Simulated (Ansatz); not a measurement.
## Ansatz timings: AlH3O (SMILES [H][Al]([H])[OH])

AlH3O: 5 atoms, total charge 0, spin state singlet. As SMILES, `[H][Al]([H])[OH]`. Geometry: a GFN2-xTB relaxation, a rough one for these elements and not checked as a minimum.

| atom | x (Å) | y (Å) | z (Å) |
| --- | --- | --- | --- |
| Al | 0.2718 | 0.4511 | -0.1093 |
| H | 1.7990 | 0.4172 | -0.2214 |
| H | -0.4810 | 1.7690 | -0.3118 |
| O | -0.5554 | -0.9200 | 0.2267 |
| H | -1.0343 | -1.7173 | 0.4158 |

Program: Ansatz 0.2.0. Hardware: 1 thread of Intel Xeon Platinum 8259CL at 2.50GHz (Skylake/Cascade Lake), shared host, so times are rough. Ansatz fits the integrals of SCF and DFT runs by default. Its times include its search for lower SCF states.

Task: Estimate their order by wall time, quickest first.
A. energy at r2SCAN0/STO-3G
B. energy at BCCD(T)/STO-3G, 6 core orbitals frozen
C. energy at revPBE/STO-3G

Result: B (0.33 s), C (1.2 s), A (3.3 s).
